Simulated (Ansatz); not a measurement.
Molecule: C$_{2}$H, net charge 0, doublet state. It need not be the lowest isomer of its formula. 
Geometry from a B3LYP-D3(BJ)/def2-TZVP (Ansatz, a program for electronic structure) optimisation:
```
C
C 1 1.2000
H 1 1.0642 2 180.00
```
Charge 0, spin multiplicity 2.

Computed values are from Ansatz. Cores are frozen in the correlated levels unless marked. UHF or UKS for open shells. No spin-orbit coupling. No relativistic terms. CBS(X,Y): correlation extrapolated as X^-3; Hartree-Fock from the larger set.

- atomisation energy De = 263.0 kcal/mol at CCSD(T)/CBS(def2-TZVPPD,def2-QZVPPD)
- vertical electron affinity (to the singlet; negative means unbound) = 2.88 eV at CCSD(T)/CBS(def2-TZVPPD,def2-QZVPPD)
- total energy = -76.4983 Eh at CCSD(T)/CBS(def2-TZVPPD,def2-QZVPPD)
- dipole moment = 0.75 D at CCSD(T)/aug-cc-pVDZ
- measured enthalpy of formation, 298 K = 135.1 kcal/mol (G2/97 table in ASE (Curtiss et al.); older table, unchecked)

The UHF reference is spin-contaminated (<S^2> 0.36 over the pure value in the largest basis). The T1 diagnostic of CCSD in the largest basis is 0.062, which is high, so the coupled-cluster rows are less sure than usual.
